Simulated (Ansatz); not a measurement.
## A ladder of methods for [H2PO2]− (SMILES O=[PH2][O-])

[H2PO2]− has 5 atoms, charge -1, and is taken as a singlet. SMILES: `O=[PH2][O-]`. The shape is that of a GFN2-xTB optimisation.

```jsonl
{"atom": "O", "x (Å)": "-0.5697", "y (Å)": "0.4181", "z (Å)": "1.3449"}
{"atom": "P", "x (Å)": "0.0240", "y (Å)": "-0.0294", "z (Å)": "0.0671"}
{"atom": "O", "x (Å)": "1.0871", "y (Å)": "-1.0561", "z (Å)": "0.1054"}
{"atom": "H", "x (Å)": "-0.9935", "y (Å)": "-0.4178", "z (Å)": "-0.8312"}
{"atom": "H", "x (Å)": "0.4521", "y (Å)": "1.0853", "z (Å)": "-0.6862"}
```

Each level gives the energy change with the O1–P2 bond stretched from 1.478 to 3.696 Å (eV). The values are calculated.

```csv
level,kind,program,value (eV),less FCI/STO-3G,CPU time (all runs)
PBE/STO-3G (restricted),GGA,Ansatz,4.24,+0.69,3.4 s
BHLYP/STO-3G (restricted),global hybrid,Ansatz,4.47,+0.92,3.6 s
r2SCAN0/STO-3G (restricted),hybrid meta-GGA,Ansatz,4.69,+1.14,8.5 s
CAM-B3LYP/STO-3G (restricted),range-separated hybrid,Ansatz,4.73,+1.18,4 s
wB97X/STO-3G (restricted),range-separated hybrid,Ansatz,4.83,+1.28,16 s
BCCD(T)/STO-3G (restricted),coupled cluster or CI,Ansatz,3.55,0.00,1.3 s
CCSD(T)/STO-3G (restricted),coupled cluster or CI,Ansatz,3.54,-0.01,1 s
CCSDTQ/STO-3G (restricted),coupled cluster or CI,Ansatz,3.55,0.00,68 s
FCI/STO-3G,exact in the basis,Ansatz,3.55,0.00,20 s
```

FCI/STO-3G is exact within its basis and frozen core, so for wave-function methods in that basis the difference is their error; functionals converge differently with the basis, so for them it is only a difference. Sets without diffuse functions describe the anion poorly. The first shape isn't each level's own minimum. The values span 3.54 to 4.83 eV. All rows use very small basis sets, so none should be taken for the real molecule's value. Times are those of the runs behind each value, whatever else they computed, on shared processors of several kinds: orders of magnitude only.
